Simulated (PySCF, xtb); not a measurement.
methanol (CH4O), SMILES CO.

Harmonic wavenumbers (cm⁻¹) from GFN2-xTB in xtb at its own minimum, in rising order: 374, 1031, 1091, 1140, 1315, 1416, 1485, 1490, 2919, 2938, 3033, 3559.

Problem. What does PBE-D3(BJ)/def2-TZVP (PySCF) give at its own minimum? (An estimate is asked for; the answer gives what the named calculation found.)

Solution. 302, 1013, 1056, 1128, 1333, 1427, 1440, 1458, 2916, 2962, 3046, 3710. Paired by order, the mean absolute difference is 36 cm⁻¹ and the zero-point energies are 31.2 and 31.2 kcal/mol.
